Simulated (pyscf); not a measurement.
Single points on ωB97X-D3(BJ)/def2-SVP structures (PySCF, gas phase).

### Question
Estimate the classical barrier height and the reaction energy of O=P–PH₂ + H₂ -> O=PH + PH₃ at ωB97M-D3(BJ)/def2-TZVP. The step runs on the singlet surface, breaks P–P, H–H and forms H–P, H–P; take the separated reactants as zero.

### Answer
ΔE‡ = 112.4 kJ/mol, ΔE = +9.7 kJ/mol. Zero-point energy shifts the barrier by +9.8 kJ/mol. It is a four-centre exchange, with an imaginary mode of 1238i cm⁻¹. At the saddle there is also a short H–P contact that neither side keeps. One saddle was located; it need not be the lowest between these sides.
